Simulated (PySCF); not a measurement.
# N2O, singlet in STO-3G: errors against full CI

Geometry: MP2(full)/6-31G*, from the G2/97 set.

```
atom   x (Å)   y (Å)    z (Å)
   N  0.0000  0.0000  -1.1781
   N  0.0000  0.0000  -0.0070
   O  0.0000  0.0000   1.1851
```

Basis STO-3G; PySCF 2.14.0. Correlated methods freeze the noble-gas cores, which leaves 16 electrons in 12 orbitals. Prefix R: restricted or restricted open-shell reference; prefix U: unrestricted.

Full CI is exact within this basis and frozen core; it isn't the basis-set limit. The frozen core follows each run's orbitals, which can shift R against U totals by a few meV.

The UHF ⟨S²⟩ is 0.748, the T1 diagnostic (RCCSD) is 0.0220 and the largest doubles amplitude (RCCSD) is 0.140.

```
   level  E − E(RHF) (eV)
    RMP2          -7.0775
   RCCSD          -6.4715
RCCSD(T)          -7.0460
```

(1) Estimate how far full CI in STO-3G lies from RCCSD(T). The table doesn't fix it; the size of (T) and the diagnostics are the guide.

(1) Full CI in STO-3G lies 4.5 kJ/mol below RCCSD(T), which is 8 % of the (T) step (-55.4 kJ/mol). T1 is raised, a doubles amplitude is large, RHF is unstable towards spin polarisation, but (T) still catches most of what CCSD lacks. The miss exceeds 1 kcal/mol.

The other levels:

```csv
level,E − E(full CI) (kJ/mol),share of correlation (%),wall time
RCCSDT,8.7,98.73,–
RCCSDT(Q),-1.0,100.15,1.5 s
```

The correlation energy at full CI, counted from RHF, is -7.092 eV. That run took 13 s on 1 thread of Arm Neoverse V1, shared host over 61,677 determinants.

Run but not shown, since their state, orbitals or frozen core can't be matched to the reference's or they repeat it: UHF, UMP2, UCCSD, UCCSD(T), UCCSDT.

Times are those of the correlated step on a shared host, with one SCF added for the restricted CCSD run; they ran on 1 thread of Arm Neoverse V1.

More than 5 meV below full CI, which no variational method can be: RCCSDT(Q).

The full-CI state has the irrep A1 of C2v, in the program's axes (one component, if the state is degenerate).

Natural occupations of full CI about the gap: 1.970 1.970 1.965 1.892 1.892 0.141 0.141 0.043 0.016; effectively unpaired electrons, Σ n²(2−n)², 0.24.

Atomization energy (electronic, same basis, no zero-point term; atoms at the same level, unrestricted beside the R rows where the molecule is a closed shell; the atoms' step beyond CCSDT comes from their full CI) at full CI: 563.6 kJ/mol. Errors of other levels:

```csv
level,error (kJ/mol)
RHF,-684.3
RMP2,-1.4
RCCSD,-59.9
RCCSD(T),-4.5
RCCSDT,-8.7
RCCSDT(Q),1.0
```

This basis is far from its limit, so the value isn't to be set against a measured one.
